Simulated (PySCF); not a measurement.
These 2 structures share the formula [C5H11S]- (charge -1). The calculation used PySCF, PBE0-D3(BJ)/def2-SVP geometry optimisation, gas phase. One conformer each; no zero-point energy, no entropy. No frequencies were run at this level. Point groups hold within 0.08 Å.

Question: Rank from lowest to highest electronic energy at this level (kcal/mol).
A. `[CH3:1][CH:2]([CH3:3])[C@H:4]([CH3:5])[S-:6]` (charge -1) with C1–C2–C4–C5 -177°
B. `[CH3:1][CH2:2][C:3]([CH3:4])([CH3:5])[S-:6]` (charge -1) with C1–C2–C3–C4 63°

Answer: B (0.0), A (2.3).

Neighbours under 5.0 kcal/mol apart (CCC(C)(C)[S-] and CC(C)[C@H](C)[S-]) can change places with a better method, another conformer or zero-point energy.

```tsv
SMILES	E (Eh)	E rel (kcal/mol)	dipole about centre of mass (D)	point group	A, B, C (MHz)
CCC(C)(C)[S-]	-594.73425	0.0	4.27	C1	3037, 2454, 1954
CC(C)[C@H](C)[S-]	-594.73062	2.3	5.56	C1	3793, 2131, 1458
```

Question: How do the relative energies change in single points at PBE0/pcSseg-1 (no added dispersion term) on the same geometries?

Answer: 
```tsv
SMILES	PBE0-D3(BJ)/def2-SVP (kcal/mol)	PBE0/pcSseg-1 (kcal/mol)	shift
CCC(C)(C)[S-]	0.0	0.0	0.0
CC(C)[C@H](C)[S-]	2.3	2.0	-0.3
```

Each column counts from its own lowest isomer. The order is unchanged; the largest shift is 0.3 kcal/mol.
